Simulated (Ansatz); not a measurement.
Reaction: CH6SSi (methylsulfanylsilane, SMILES CS[SiH3]) → SiH3S (SMILES [S][SiH3], doublet) + CH3 (SMILES [CH3], doublet) (the C-S bond breaks)
Each species at its own B3LYP-D3(BJ)/def2-TZVP minimum (Ansatz, a program for electronic structure).

Property: bond dissociation energy (electronic), in kcal/mol. UHF or UKS for unpaired electrons; spin-orbit terms are left out. CBS(X,Y): correlation extrapolated as X^-3, Hartree-Fock from the larger set. A bracket is a step between two methods taken in the basis named. Functionals run without relativity, which enters their misses. '+ core + X2C': CCSD(T) terms for core correlation (cc-pwCVTZ, 1s frozen past Ne) and scalar relativity (cc-pVTZ-DK).

CCSD(T)/CBS(cc-pV(T+d)Z,cc-pV(Q+d)Z) + [CCSDT(Q) - CCSD(T)]/cc-pV(D+d)Z + core + X2C (Ansatz) gives 78.5 kcal/mol.

Task: How far off this value is PBE/def2-TZVPD (Ansatz), in which direction, and which of these levels come nearer: r2SCAN/def2-TZVPD, B3LYP/def2-TZVPD, wB97M-V/def2-TZVPD, CCSD(T)/CBS(cc-pV(T+d)Z,cc-pV(Q+d)Z) + core + X2C?

Result: PBE gives 77.1 kcal/mol, 1.4 kcal/mol below it. Differences of the others: r2SCAN/def2-TZVPD (Ansatz) -6.5; B3LYP/def2-TZVPD (Ansatz) -7.8; wB97M-V/def2-TZVPD (Ansatz) 0.1; CCSD(T)/CBS(cc-pV(T+d)Z,cc-pV(Q+d)Z) + core + X2C (Ansatz) 0.0 kcal/mol. Nearer than PBE: wB97M-V/def2-TZVPD, CCSD(T)/CBS(cc-pV(T+d)Z,cc-pV(Q+d)Z) + core + X2C.
